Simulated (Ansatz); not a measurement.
Input file:

```yaml
crystal:
  periodic: [false, false, false]
  atoms:
    - {symbol: F, position_ang: [0.000000, -0.613878, 1.472476]}
    - {symbol: Ga, position_ang: [0.000000, 0.320760, -0.018355]}
    - {symbol: O, position_ang: [0.000000, -0.660347, -1.521903]}
    - {symbol: H, position_ang: [0.000000, -0.135382, -2.326935]}
basis:
  gaussian: {orbitals: cc-pVTZ}
magnetization: {spin_polarized: true, initial_magnetization: 1}
correlation: {method: ccsd_t, electrons: outside_noble_gas}
```

```sh
$ ansatz run in.yaml --threads 2 --pin off --events-out ev --progress --plain --max-ram 24576MiB --backend cuda --devices 0, --max-vram 18GiB
```

Log:

```
740 factors; integrals over basis functions are off by at most 8.9e-4 eV
mean field evaluation 1: about -57092.8729 eV, gradient 3.4e1 eV
mean field evaluation 2: about -57092.8800 eV, gradient 3.4e1 eV
mean field evaluation 4: about -57097.2617 eV, gradient 2.3e0 eV
mean field evaluation 8: about -57097.3713 eV, gradient 2.8e-1 eV
mean field evaluation 16: about -57097.3439 eV, gradient 1.1e0 eV
mean field evaluation 32: about -57090.9653 eV, gradient 4.9e-3 eV
mean field -57097.37336247 eV, -2098.2897690809 hartree, gradient 1.0e-5 eV, S^2 0.757125; 1 other end points of the search recorded, 0 dependent functions left out
determinant -57097.37336247 eV, -2098.2897690809 hartree, with singles and doubles -57112.59062892 eV, -2098.8489933086 hartree
determinant -57093.92403466 eV, -2098.1630086221 hartree, with singles and doubles -57108.53826369 eV, -2098.7000716330 hartree
16 core orbitals not correlated, not the lowest: weight in the atoms' cores, before any rotation towards them, 0.783 or more for the frozen orbitals, at most 0.215 for the correlated occupied ones
reference -57097.37336247 eV, -2098.2897690809 hartree; 9, 8 occupied and 92, 93 virtual orbitals, 740 factors
second order -15.23856422 eV of doubles, -0.00000000 eV of singles
cycle   1  -15.18023772 eV  change    -1.6e0 eV  update   3.0e-2
cycle   2  -15.22881136 eV  change   -4.9e-2 eV  update   8.0e-3
cycle   3  -15.23015331 eV  change   -1.3e-3 eV  update   5.0e-3
cycle   4  -15.23118282 eV  change   -1.0e-3 eV  update   1.8e-3
cycle   5  -15.23144722 eV  change   -2.6e-4 eV  update   8.6e-4
cycle   6  -15.23194360 eV  change   -5.0e-4 eV  update   3.3e-4
cycle   7  -15.23201828 eV  change   -7.5e-5 eV  update   1.4e-4
cycle   8  -15.23203723 eV  change   -1.9e-5 eV  update   5.8e-5
cycle   9  -15.23201474 eV  change    2.2e-5 eV  update   2.5e-5
cycle  10  -15.23200533 eV  change    9.4e-6 eV  update   1.0e-5
perturbative correction -0.52123862 eV, -0.0191551659 hartree
Total energy: -57113.12660642 eV, -2098.8686901182 hartree
```

Ran on 2 threads of AMD EPYC 7R13 with a shared H100 80 GB, shared host: 14 s wall, 0.81 GiB peak host memory.
